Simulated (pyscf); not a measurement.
`[NH2][SiH2][SiH]([SiH3])[SiH3]` → `[NH2][Si]([SiH3])([SiH3])[SiH3]`, a concerted two-bond exchange (singlet surface; N–Si, H–Si broken, N–Si, H–Si formed). Structures and frequencies: ωB97X-D3(BJ)/def2-SVP in PySCF. Energies in eV from the reactant's lowest minimum found.

Small-basis levels: PySCF, no dispersion term, spherical d functions. 

**Question.** Quick B3LYP/6-31G* single points give ΔE‡ = 3.45 eV and ΔE = +0.12 eV. What does ωB97M-D3(BJ)/def2-TZVP give, and how far is the quick result from it?

**Answer.** ωB97M-D3(BJ)/def2-TZVP gives ΔE‡ = 3.39 eV and ΔE = +0.14 eV. B3LYP/6-31G* lies 0.06 eV over it in the barrier and 0.02 eV under it in the reaction energy, so on this step it holds to within 0.13 eV. ωB97M-D3(BJ)/def2-TZVP has limits of its own. H₂N–SiH₂–SiH(SiH₃)–SiH₃ lies 0.41 eV over its isomer H₃Si–NH–SiH(SiH₃)–SiH₃ (electronic energy, ωB97M-D3(BJ)/def2-TZVP). H₂N–Si(SiH₃)(SiH₃)–SiH₃ lies 0.55 eV over its isomer H₃Si–NH–SiH(SiH₃)–SiH₃ (electronic energy, ωB97M-D3(BJ)/def2-TZVP). One saddle was located; it need not be the lowest between these sides.
